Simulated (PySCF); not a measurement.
Broadened absorption spectrum of Si(CN)H3

Compound: Si(CN)H3, CH₃NSi.
Geometry (PBE0-D3(BJ)/def2-SVP, Å), atoms numbered from 1 in this order:
```
atom  x, y, z in Å
Si1   -0.0055    0.0053   -0.5867
C2     0.0095   -0.0107    1.2713
N3     0.0230   -0.0217    2.4306
H4     1.4077    0.0165   -1.0492
H5    -0.7237    1.2323   -1.0225
H6    -0.7110   -1.2215   -1.0435
```

Method used: TDDFT wB97X-D/def2-SVPD, vertical, gas phase, core orbitals frozen in the response in PySCF 2.14.0, density-fitted response routines.

Broadening: Gaussians 0.25 eV wide at half height, area fixed by f = 4.319×10⁻⁹ ∫ε dν̃. The width is an assumption, not a result. The curve ends short of the highest state used, and states not computed would add to its high-energy end.

E (eV), ε (L mol⁻¹ cm⁻¹) and a bar:
```
     6.64          0 
     6.68          0 
     6.72          0 
     6.76          0 
     6.80          0 
     6.83          0 
     6.87          0 
     6.91          0 
     6.95          0 
     6.99          2 
     7.03          6 
     7.07         16 
     7.11         42 #
     7.15         94 ##
     7.18        157 ####
     7.22        272 #######
     7.26        411 ##########
     7.30        538 #############
     7.34        611 ###############
     7.38        602 ###############
     7.42        515 #############
     7.46        382 #########
     7.50        246 ######
     7.54        137 ###
     7.57         81 ##
     7.61         35 #
     7.65         13 
     7.69          4 
     7.73          1 
     7.77          0 
     7.81          0 
     7.85          0 
     7.89          1 
     7.92          3 
     7.96         12 
     8.00         34 #
     8.04         87 ##
     8.08        193 #####
     8.12        371 #########
     8.16        618 ###############
     8.20        894 ######################
     8.24       1123 ############################
     8.28       1222 ##############################
     8.31       1187 #############################
     8.35       1008 #########################
     8.39        743 ##################
     8.43        475 ############
     8.47        264 ######
     8.51        127 ###
     8.55         53 #
     8.59         19 
     8.63          6 
     8.66          3 
     8.70          2 
     8.74          5 
     8.78         13
```

Task: Locate the maxima and give the states behind the curve.

Result: 169 nm (7.36 eV), ε about 620, made up of S2 (50%) and S3 (50%); 150 nm (8.28 eV), ε about 1200, made up of S4 (50%) and S5 (50%) (ε in L mol⁻¹ cm⁻¹; maxima over ε = 5, shares over 10%). At its high-energy end, 8.78 eV, the curve is still rising (ε about 13, from S6 and S7). The states used: S1 7.01 eV (f 0.0000); S2 7.36 eV (f 0.0029); S3 7.36 eV (f 0.0029); S4 8.28 eV (f 0.0057); S5 8.28 eV (f 0.0057); S6 9.00 eV (f 0.0005); S7 9.00 eV (f 0.0006); S8 9.04 eV (f 0.0000); S9 9.38 eV (f 0.032); S10 9.38 eV (f 0.030).

Task: Coming from long wavelengths, where does ε first pass 100 L mol⁻¹ cm⁻¹?

Result: At about 173 nm (7.15 eV), 0.14 eV above S1.

Task: What would ε be at 8.28 eV, the highest of these maxima, with half the width (0.125 eV)?

Result: About 2440 L mol⁻¹ cm⁻¹ against 1220, a factor of about 1.99; a lone state at its own centre would give exactly 2.
